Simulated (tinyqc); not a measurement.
UHF in the sto-3g basis, for BH, spin multiplicity 3, step by step (part 2 of 2). Computed by tinyqc, a small Python program that keeps every step (integrals from PySCF). Command: `OMP_NUM_THREADS=1 python tinyqc.py 28172 28173 out.jsonl` (the two numbers bound the seeds that draw the settings). One thread of a shared host (Intel(R) Xeon(R) Processor @ 2.60GHz), about 0.1 s of CPU time with the checks.

Geometry (angstrom):
```
atom         x         y         z
B     0.000000  0.000000  0.000000
H     0.000000  0.000000  2.042000
```

## Iteration 3: building the Fock matrix

D(alpha) after iteration 2, lower triangle:
```
            1B 1s      1B 2s    1B 2px    1B 2py    1B 2pz     2H 1s
1B 1s    1.078384
1B 2s   -0.292033   1.089324
1B 2px   0.000000   0.000000  0.007612
1B 2py   0.000000   0.000000  0.086916  0.992388
1B 2pz   0.024862  -0.094075  0.000000  0.000000  0.058789
2H 1s    0.021983  -0.116202  0.000000  0.000000  0.219568  0.879012
```

D(beta) after iteration 2, lower triangle:
```
            1B 1s     1B 2s    1B 2px    1B 2py    1B 2pz     2H 1s
1B 1s    1.063123
1B 2s   -0.237481  0.894352
1B 2px   0.000000  0.000000  0.000000
1B 2py   0.000000  0.000000  0.000000  0.000000
1B 2pz  -0.018799  0.063884  0.000000  0.000000  0.004567
2H 1s   -0.084541  0.265632  0.000000  0.000000  0.019000  0.079091
```

core Hamiltonian H = T + V (hartree), lower triangle:
```
             1B 1s      1B 2s     1B 2px     1B 2py     1B 2pz      2H 1s
1B 1s   -12.580232
1B 2s    -3.257125  -3.671419
1B 2px    0.000000   0.000000  -2.865083
1B 2py    0.000000   0.000000   0.000000  -2.865083
1B 2pz   -0.006311  -0.064182   0.000000   0.000000  -2.899102
2H 1s    -0.119845  -0.443197   0.000000   0.000000  -0.509488  -1.761925
```

Two-electron integrals (ij|kl) in chemists' order, unique and non-zero (hartree):
```
(11|11) 2.923513   (21|11) 0.518376   (21|21) 0.109262   (22|11) 0.744229
(22|21) 0.193177   (22|22) 0.544804   (31|31) 0.020264   (32|31) 0.029996
(32|32) 0.120346   (33|11) 0.742491   (33|21) 0.193240   (33|22) 0.544682
(33|33) 0.586773   (41|41) 0.020264   (42|41) 0.029996   (42|42) 0.120346
(43|43) 0.031630   (44|11) 0.742491   (44|21) 0.193240   (44|22) 0.544682
(44|33) 0.523513   (44|44) 0.586773   (51|51) 0.020264   (52|51) 0.029996
(52|52) 0.120346   (53|53) 0.031630   (54|54) 0.031630   (55|11) 0.742491
(55|21) 0.193240   (55|22) 0.544682   (55|33) 0.523513   (55|44) 0.523513
(55|55) 0.586773   (61|11) 0.018624   (61|21) 0.003918   (61|22) 0.006972
(61|33) 0.006944   (61|44) 0.006944   (61|51) 0.000301   (61|52) 0.000556
(61|55) 0.007034   (61|61) 0.000145   (62|11) 0.069033   (62|21) 0.018336
(62|22) 0.060373   (62|33) 0.058522   (62|44) 0.058522   (62|51) 0.001974
(62|52) 0.014005   (62|55) 0.064009   (62|61) 0.000706   (62|62) 0.011778
(63|31) 0.001423   (63|32) 0.007475   (63|53) 0.002362   (63|63) 0.000961
(64|41) 0.001423   (64|42) 0.007475   (64|54) 0.002362   (64|64) 0.000961
(65|11) 0.078324   (65|21) 0.020995   (65|22) 0.072296   (65|33) 0.068947
(65|44) 0.068947   (65|51) 0.003163   (65|52) 0.021541   (65|55) 0.078907
(65|61) 0.000829   (65|62) 0.016118   (65|65) 0.022583   (66|11) 0.259054
(66|21) 0.069760   (66|22) 0.257644   (66|33) 0.247233   (66|44) 0.247233
(66|51) 0.006277   (66|52) 0.062114   (66|55) 0.278190   (66|61) 0.002669
(66|62) 0.074074   (66|65) 0.108968   (66|66) 0.774606
```

nuclear repulsion = 1.29573264 hartree

J_ij = sum D_kl (ij|kl) with D = D(alpha) + D(beta), K_ij = sum D_kl (ik|jl) for each spin; F = H + J - K(s); E = tr D H + tr D J / 2 - 0.5 sum_s tr D(s) K(s) + E_nn.

Coulomb J (hartree), lower triangle:
```
           1B 1s     1B 2s    1B 2px    1B 2py    1B 2pz     2H 1s
1B 1s   8.281463
1B 2s   1.664923  3.347613
1B 2px  0.000000  0.000000  3.309431
1B 2py  0.000000  0.000000  0.005498  3.371727
1B 2pz  0.006510  0.067003  0.000000  0.000000  3.348998
2H 1s   0.060071  0.392027  0.000000  0.000000  0.481483  2.069103
```

exchange K(alpha) (hartree), lower triangle:
```
           1B 1s      1B 2s    1B 2px    1B 2py    1B 2pz     2H 1s
1B 1s   2.990547
1B 2s   0.551792   0.729165
1B 2px  0.000000   0.000000  0.173350
1B 2py  0.000000   0.000000  0.048251  0.720041
1B 2pz  0.000154  -0.033585  0.000000  0.000000  0.251188
2H 1s   0.021572   0.116290  0.000000  0.000000  0.166938  0.723514
```

exchange K(beta) (hartree), lower triangle:
```
            1B 1s     1B 2s    1B 2px    1B 2py    1B 2pz     2H 1s
1B 1s    2.958612
1B 2s    0.521974  0.542641
1B 2px   0.000000  0.000000  0.118968
1B 2py   0.000000  0.000000  0.000000  0.118968
1B 2pz  -0.000741  0.062171  0.000000  0.000000  0.133300
2H 1s    0.016028  0.130311  0.000000  0.000000  0.052392  0.116791
```

F(alpha) (hartree), lower triangle:
```
            1B 1s      1B 2s     1B 2px     1B 2py     1B 2pz      2H 1s
1B 1s   -7.289317
1B 2s   -2.143994  -1.052972
1B 2px   0.000000   0.000000   0.270998
1B 2py   0.000000   0.000000  -0.042753  -0.213397
1B 2pz   0.000045   0.036405   0.000000   0.000000   0.198709
2H 1s   -0.081346  -0.167460   0.000000   0.000000  -0.194942  -0.416336
```

F(beta) (hartree), lower triangle:
```
            1B 1s      1B 2s    1B 2px    1B 2py     1B 2pz     2H 1s
1B 1s   -7.257381
1B 2s   -2.114176  -0.866447
1B 2px   0.000000   0.000000  0.325380
1B 2py   0.000000   0.000000  0.005498  0.387676
1B 2pz   0.000940  -0.059350  0.000000  0.000000   0.316596
2H 1s   -0.075802  -0.181482  0.000000  0.000000  -0.080396  0.190387
```

total energy of this density = -24.61217476 hartree

## Iteration 3: DIIS over 3 matrices

error matrix X^T (FDS - SDF) X (alpha):
```
           1          2         3         4          5         6
1   0.000000  -0.017431  0.000000  0.000000   0.005800  0.012221
2   0.017431   0.000000  0.000000  0.000000   0.024946  0.024973
3   0.000000   0.000000  0.000000  0.000000   0.000000  0.000000
4   0.000000   0.000000  0.000000  0.000000   0.000000  0.000000
5  -0.005800  -0.024946  0.000000  0.000000   0.000000  0.009182
6  -0.012221  -0.024973  0.000000  0.000000  -0.009182  0.000000
```

B (overlaps of the stored error matrices), lower triangle:
```
                1              2              3
1   1.9346265e-02
2  -8.4267749e-03  1.9646489e-02
3  -4.7114158e-03  1.2653059e-02  8.7683219e-03
```

Minimise |sum c_i e_i|^2 with sum c_i = 1: solve [B -1; -1 0][c; lambda] = [0; -1] with B_ij = tr e_i^T e_j summed over both spins, and take F = sum c_i F_i.

DIIS coefficients: 0.210077  -0.736044  1.525967

extrapolated F(alpha) (hartree), lower triangle:
```
            1B 1s      1B 2s     1B 2px     1B 2py     1B 2pz      2H 1s
1B 1s   -7.482053
1B 2s   -2.175492  -1.076738
1B 2px   0.000000   0.000000   0.252131
1B 2py   0.000000   0.000000  -0.033771  -0.130504
1B 2pz  -0.000485   0.032608   0.000000   0.000000   0.197396
2H 1s   -0.082520  -0.175611   0.000000   0.000000  -0.181167  -0.395312
```

extrapolated F(beta) (hartree), lower triangle:
```
            1B 1s      1B 2s    1B 2px    1B 2py     1B 2pz     2H 1s
1B 1s   -7.037463
1B 2s   -2.075153  -0.849329
1B 2px   0.000000   0.000000  0.325140
1B 2py   0.000000   0.000000  0.004343  0.374349
1B 2pz   0.000170  -0.055753  0.000000  0.000000   0.314751
2H 1s   -0.076231  -0.165076  0.000000  0.000000  -0.080469  0.172198
```

## Iteration 3: diagonalisation and new density

X:
```
                1          2         3          4          5         6
1B 1s   -0.643468   0.518532  0.000000   0.000000  -0.429534  0.460431
1B 2s    0.796746  -0.298754  0.000000   0.000000  -0.267333  0.557226
1B 2px   0.000000   0.000000  0.421723   0.906725   0.000000  0.000000
1B 2py   0.000000   0.000000  0.906725  -0.421723   0.000000  0.000000
1B 2pz   0.341693   0.701781  0.000000   0.000000   0.611400  0.242119
2H 1s   -0.561939  -0.590628  0.000000   0.000000   0.484583  0.410053
```

Diagonalise F' = X^T F X, C = X C', fill 4 alpha and 2 beta electrons from the bottom; D(s) = C_occ C_occ^T. Each column has its largest component positive (the first on a tie).

F' = X^T F X (alpha) (hartree), lower triangle:
```
           1          2          3         4          5          6
1  -1.467478
2   1.520773  -1.349771
3   0.000000   0.000000  -0.088280
4   0.000000   0.000000   0.124556  0.209907
5  -1.362420   1.748453   0.000000  0.000000  -2.013949
6   1.880584  -1.738981   0.000000  0.000000   2.289469  -3.230401
```

orbital energies (alpha) (hartree): MO1 -7.486043, MO2 -0.523605, MO3 -0.347845, MO4 -0.133462, MO5 0.255089, MO6 0.295894

coefficients C (alpha):
```
              MO1        MO2        MO3       MO4        MO5        MO6
1B 1s    0.993004  -0.249190   0.172301  0.000000   0.000000  -0.039799
1B 2s    0.025000   0.833988  -0.621946  0.000000   0.000000   0.151816
1B 2px   0.000000   0.000000   0.000000  0.087249   0.996187   0.000000
1B 2py   0.000000   0.000000   0.000000  0.996187  -0.087249   0.000000
1B 2pz   0.000318   0.013975   0.207893  0.000000   0.000000   0.999133
2H 1s   -0.002140   0.481183   0.827033  0.000000   0.000000  -0.389942
```

F' = X^T F X (beta) (hartree), lower triangle:
```
           1          2          3         4          5          6
1  -1.140967
2   1.492309  -1.031338
3   0.000000   0.000000   0.368919
4   0.000000   0.000000  -0.016019  0.330570
5  -1.483116   1.588410   0.000000  0.000000  -1.632633
6   1.692995  -1.791429   0.000000  0.000000   2.276216  -2.908262
```

orbital energies (beta) (hartree): MO1 -7.042652, MO2 -0.285880, MO3 0.182167, MO4 0.324759, MO5 0.374729, MO6 0.433167

coefficients C (beta):
```
              MO1        MO2        MO3        MO4       MO5        MO6
1B 1s    0.991842  -0.289283   0.103844   0.000000  0.000000  -0.034709
1B 2s    0.028974   0.969527  -0.380336   0.000000  0.000000   0.143343
1B 2px   0.000000   0.000000   0.000000   0.996187  0.087249   0.000000
1B 2py   0.000000   0.000000   0.000000  -0.087249  0.996187   0.000000
1B 2pz   0.000686   0.098702   0.496204   0.000000  0.000000   0.886409
2H 1s   -0.002744   0.216001   0.747109   0.000000  0.000000  -0.680253
```

D(alpha) after iteration 3, lower triangle:
```
            1B 1s      1B 2s    1B 2px    1B 2py    1B 2pz     2H 1s
1B 1s    1.077840
1B 2s   -0.290159   1.082978
1B 2px   0.000000   0.000000  0.007612
1B 2py   0.000000   0.000000  0.086916  0.992388
1B 2pz   0.032654  -0.117635  0.000000  0.000000  0.043415
2H 1s    0.020467  -0.113123  0.000000  0.000000  0.178658  0.915526
```

D(beta) after iteration 3, lower triangle:
```
            1B 1s     1B 2s    1B 2px    1B 2py    1B 2pz     2H 1s
1B 1s    1.067435
1B 2s   -0.251730  0.940823
1B 2px   0.000000  0.000000  0.000000
1B 2py   0.000000  0.000000  0.000000  0.000000
1B 2pz  -0.027873  0.095714  0.000000  0.000000  0.009742
2H 1s   -0.065207  0.209340  0.000000  0.000000  0.021318  0.046664
```

## Iteration 11 (converged): orbitals

converged F(alpha) (hartree), lower triangle:
```
            1B 1s      1B 2s     1B 2px     1B 2py     1B 2pz      2H 1s
1B 1s   -7.278989
1B 2s   -2.142730  -1.030144
1B 2px   0.000000   0.000000   0.278684
1B 2py   0.000000   0.000000  -0.042753  -0.205711
1B 2pz   0.000355   0.120108   0.000000   0.000000   0.211623
2H 1s   -0.080657  -0.162559   0.000000   0.000000  -0.171765  -0.445305
```

converged F(beta) (hartree), lower triangle:
```
            1B 1s      1B 2s    1B 2px    1B 2py     1B 2pz     2H 1s
1B 1s   -7.252512
1B 2s   -2.112887  -0.866066
1B 2px   0.000000   0.000000  0.326049
1B 2py   0.000000   0.000000  0.005498  0.388345
1B 2pz   0.000648  -0.144745  0.000000  0.000000   0.292720
2H 1s   -0.077426  -0.171396  0.000000  0.000000  -0.091899  0.227758
```

As before.

F' = X^T F X (alpha) (hartree), lower triangle:
```
           1          2          3         4          5          6
1  -1.368217
2   1.478952  -1.352005
3   0.000000   0.000000  -0.152257
4   0.000000   0.000000   0.157681  0.225230
5  -1.265838   1.695551   0.000000  0.000000  -1.999681
6   1.886858  -1.655151   0.000000  0.000000   2.252603  -3.131313
```

orbital energies (alpha) (hartree): MO1 -7.284268, MO2 -0.504921, MO3 -0.393918, MO4 -0.209455, MO5 0.282428, MO6 0.331889

coefficients C (alpha):
```
              MO1        MO2        MO3       MO4        MO5        MO6
1B 1s    0.991808  -0.210965  -0.214055  0.000000   0.000000  -0.073583
1B 2s    0.029084   0.687214   0.750197  0.000000   0.000000   0.264804
1B 2px   0.000000   0.000000   0.000000  0.087249   0.996187   0.000000
1B 2py   0.000000   0.000000   0.000000  0.996187  -0.087249   0.000000
1B 2pz  -0.000068  -0.048732  -0.258096  0.000000   0.000000   0.986252
2H 1s   -0.002633   0.660393  -0.705410  0.000000   0.000000  -0.365857
```

F' = X^T F X (beta) (hartree), lower triangle:
```
           1          2          3         4          5          6
1  -1.226450
2   1.526176  -1.024790
3   0.000000   0.000000   0.381471
4   0.000000   0.000000  -0.020279  0.332924
5  -1.589050   1.642517   0.000000  0.000000  -1.653158
6   1.700721  -1.889775   0.000000  0.000000   2.312945  -2.999875
```

orbital energies (beta) (hartree): MO1 -7.256486, MO2 -0.328215, MO3 0.235577, MO4 0.325568, MO5 0.388827, MO6 0.444851

coefficients C (beta):
```
              MO1        MO2        MO3        MO4       MO5        MO6
1B 1s    0.993006  -0.280927   0.119732   0.000000  0.000000  -0.010300
1B 2s    0.025000   0.954245  -0.436809   0.000000  0.000000   0.063359
1B 2px   0.000000   0.000000   0.000000   0.996187  0.087249   0.000000
1B 2py   0.000000   0.000000   0.000000  -0.087249  0.996187   0.000000
1B 2pz   0.000820   0.230667   0.546480   0.000000  0.000000   0.830562
2H 1s   -0.002395   0.182080   0.682794   0.000000  0.000000  -0.753800
```

D(alpha) after iteration 11, lower triangle:
```
            1B 1s      1B 2s    1B 2px    1B 2py    1B 2pz     2H 1s
1B 1s    1.074009
1B 2s   -0.276716   1.035905
1B 2px   0.000000   0.000000  0.007612
1B 2py   0.000000   0.000000  0.086916  0.992388
1B 2pz   0.065460  -0.227114  0.000000  0.000000  0.068988
2H 1s    0.009066  -0.075442  0.000000  0.000000  0.149882  0.933729
```

D(beta) after iteration 11, lower triangle:
```
            1B 1s     1B 2s    1B 2px    1B 2py    1B 2pz     2H 1s
1B 1s    1.064982
1B 2s   -0.243248  0.911209
1B 2px   0.000000  0.000000  0.000000
1B 2py   0.000000  0.000000  0.000000  0.000000
1B 2pz  -0.063987  0.220134  0.000000  0.000000  0.053208
2H 1s   -0.053530  0.173689  0.000000  0.000000  0.041998  0.033159
```

## Convergence

Stop when the energy changes by less than 1e-08 hartree and every element of the error matrix X^T (F D S - S D F) X (for each spin) is below 3e-05.

Course of the cycle:
```
iteration   E (hartree)     change  largest element of the error matrix
1          -24.92122309          -                             5.96e-02
2          -24.60365263   3.18e-01                             6.36e-02
3          -24.61217476  -8.52e-03                             3.96e-02
4          -24.62007395  -7.90e-03                             1.92e-02
5          -24.62356325  -3.49e-03                             5.75e-03
6          -24.62475351  -1.19e-03                             4.24e-03
7          -24.62514323  -3.90e-04                             8.75e-04
8          -24.62514632  -3.10e-06                             2.48e-04
9          -24.62514838  -2.06e-06                             8.38e-05
10         -24.62514860  -2.19e-07                             2.81e-06
11         -24.62514860  -2.59e-10                             2.07e-07
```

PySCF UHF in the same basis, after a stability check = -24.62514860 hartree

Converged in 11 iterations.

## Populations, bond orders and dipole

overlap S, lower triangle:
```
           1B 1s     1B 2s    1B 2px    1B 2py    1B 2pz     2H 1s
1B 1s   1.000000
1B 2s   0.269328  1.000000
1B 2px  0.000000  0.000000  1.000000
1B 2py  0.000000  0.000000  0.000000  1.000000
1B 2pz  0.000000  0.000000  0.000000  0.000000  1.000000
2H 1s   0.009765  0.152335  0.000000  0.000000  0.197593  1.000000
```

Mulliken: Z minus the diagonal of D S on the atom; Loewdin: the same with S^(1/2) D S^(1/2); Mayer order: 2 sum_s sum (D(s) S)_ij (D(s) S)_ji over the two atoms.

Charges (e):
```
atom   Mulliken    Loewdin  Mulliken spin
1B     0.019334   0.017263       1.115453
2H    -0.019334  -0.017263       0.884547
```

Mayer bond orders:
```
pair     order
2-1   0.217202
```

dipole moment about the origin, x y z (debye): 0.000000  0.000000  -0.304787

<S^2> of the determinant (pure state: 2) = 2.136262
